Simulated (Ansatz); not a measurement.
**Scan of [SiH3···H···CH3], doublet**

Starting geometry:

```xyz
9

Si   -0.9346    0.0000    0.0000
H    -1.4294    1.3997    0.0000
H    -1.4294   -0.6999    1.2122
H    -1.4294   -0.6999   -1.2122
H     0.5501    0.0000    0.0000
C     1.9964    0.0000    0.0000
H     1.9964   -1.0800    0.0000
H     1.9964    0.5400    0.9353
H     1.9964    0.5400   -0.9353
```

From there H5 is moved from one fragment to the other while all else, the fragments' distance too, stays fixed; atoms are numbered as listed. Energies are in kJ/mol, counted from the starting geometry at the same level. Kohn–Sham curves are unrestricted where that lies lower.

Basis cc-pVDZ; Ansatz 0.2.0. Only valence electrons are correlated (noble-gas cores frozen). R marks a restricted (for open shells ROHF) determinant, U an unrestricted one.

Full CI isn't at hand for all of this; UCCSDT(Q) serves as the reference, and is uncertain by about the last step of the cluster series.

```
distance Si1-H5 (Å)  wB97M-V
              1.485      0.0
              1.536     -3.1
              1.637     -7.7
              1.739    -10.8
              1.841     -3.8
```

Question: Estimate the UCCSDT(Q) curve in cc-pVDZ from this one, knowing how wB97M-V errs.

Answer: The computed UCCSDT(Q) values, in kJ/mol from the starting point, and the error of wB97M-V against them:
```
distance Si1-H5 (Å)  UCCSDT(Q)  wB97M-V less UCCSDT(Q)
              1.485        0.0                     0.0
              1.536       -1.7                    -1.4
              1.637       -3.5                    -4.1
              1.739       -4.5                    -6.3
              1.841        4.1                    -7.9
```

The error spans 7.9 kJ/mol and is largest, -7.9 kJ/mol, at 1.841 Å.

In so small a basis the reference is far from its limit while semilocal and hybrid functionals are nearer theirs, so the functionals' errors here hold much of the reference's basis and frozen-core error, which can add to them or hide them.
